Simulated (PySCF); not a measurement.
Löwdin shares of the frontier orbitals

Compound: C4H7OP.
Z-matrix (Å and degrees, GFN2-xTB geometry), rows numbered from 1:
```
C 
C   1  1.5207
P   2  1.8333  1  107.72
O   3  1.4674  2  116.55  1    56.23
C   3  1.7975  2  113.86  1  -146.42
C   5  1.3423  3   68.11  2    99.15
H   1  1.0887  2  110.31  3    64.06
H   1  1.0885  2  109.65  3   -54.95
H   1  1.0884  2  111.01  3  -175.27
H   2  1.0882  1  112.40  3  -120.21
H   2  1.0927  1  110.74  3   117.02
H   5  1.0719  3  153.48  6   170.47
H   6  1.0721  3  153.85  5  -170.11
```

Level of theory: PySCF, TDDFT CAM-B3LYP/def2-SVPD, vertical, gas phase, core orbitals frozen in the response.

Kohn–Sham orbitals with the atoms that hold most of them (Löwdin shares over 4%, at most four atoms; ? is withheld):

| orbital | ε (eV) | atoms |
| --- | --- | --- |
| HOMO-3 | -11.51 | O4 28%, P3 15%, C2 13%, C1 12% |
| HOMO-2 | -10.00 | C5 30%, C6 30%, C2 10%, P3 9% |
| HOMO-1 | -9.44 | ? |
| HOMO | -8.70 | ? |
| LUMO | 0.33 | C6 37%, C5 37%, H13 7%, H12 6% |
| LUMO+1 | 1.14 | C2 15%, C1 14%, C6 13%, C5 10% |
| LUMO+2 | 1.67 | C5 28%, H12 22%, C1 11%, O4 7% |

Which atoms hold the HOMO-1, and with what shares?

O4 (bonded to P) 62%; P3 (bonded to 3 C and O) 12%; C2 (bonded to C, P and 2 H) 9%; C5 (bonded to C, P and H) 7%. By element: oxygen 62%, carbon 16% or more, phosphorus 12%.

Give the leading atoms of the HOMO.

O4 (bonded to P) 39%; P3 (bonded to 3 C and O) 19%; C6 (bonded to C, P and H) 17%; C5 (bonded to C, P and H) 16%. By element: oxygen 39%, carbon 33% or more, phosphorus 19%.

How does S1 compare with the orbital gap of 9.03 eV?

S1 is at 5.07 eV (f = 0.0035), 3.96 eV below the gap, made of HOMO→LUMO (94%). Without the coupling terms of the response equations the lowest excitation would equal the gap.

One configuration dominates each of S1 and S2. Which, and how do the shares of the two leading atoms of either orbital change from the occupied to the empty one?

- S1 (5.07 eV, f 0.0035), HOMO→LUMO (94%): O4 39% → at most 7%, P3 19% → at most 7%, C6 17% → 37%, C5 16% → 37%
- S2 (6.25 eV, f 0.0001), HOMO-1→LUMO (82%): O4 62% → at most 7%, P3 12% → at most 7%, C6 at most 7% → 37%, C5 7% → 37%

Löwdin shares depend on the basis, the more so with diffuse functions.

One conformer stands for the species.
